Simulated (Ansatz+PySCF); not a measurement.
Values are calculated unless marked as measured or tabulated.
Several solutions for doublet N2(+)

```json
{"atom": "N", "x (Å)": "0.0000", "y (Å)": "0.0000", "z (Å)": "-0.5992"}
{"atom": "N", "x (Å)": "0.0000", "y (Å)": "0.0000", "z (Å)": "0.5992"}
```

Basis set: def2-SVP (spherical functions). Charge 1, multiplicity 2.

ROHF was run from several starts with Ansatz (development build ahead of 0.2.0) and PySCF 2.14.0.

```csv
run,program,start,converged,energy (hartree),<S²>
A,PySCF,"guess 1e, instabilities followed",yes,-108.27392,0.75
B,PySCF,"guess atom, instabilities followed",yes,-108.27392,0.75
C,PySCF,"guess huckel, instabilities followed",yes,-108.27392,0.75
D,PySCF,program defaults,yes,-108.22933,0.75
E,Ansatz,search for the lowest state,yes,-108.27392,0.75
F,Ansatz,stability test followed,yes,-108.27392,0.75
G,PySCF,"guess minao, instabilities followed",yes,-108.27392,0.75
H,Ansatz,"atomic start, no search",yes,-108.22933,0.75
```

(1) Which runs reached the lowest solution of this kind, and what is wrong with the others?

Results:

(1) A, B, C, E, F, G reached the lowest solution found. Converged but too high: D by 1.21 eV, H by 1.21 eV. Convergence only shows a stationary point, and even a stable one can lie too high; stability tests and further starts are what find lower ones. Caution: this determinant is likely not that of the ground state. Caution: the determinant may break the point group.
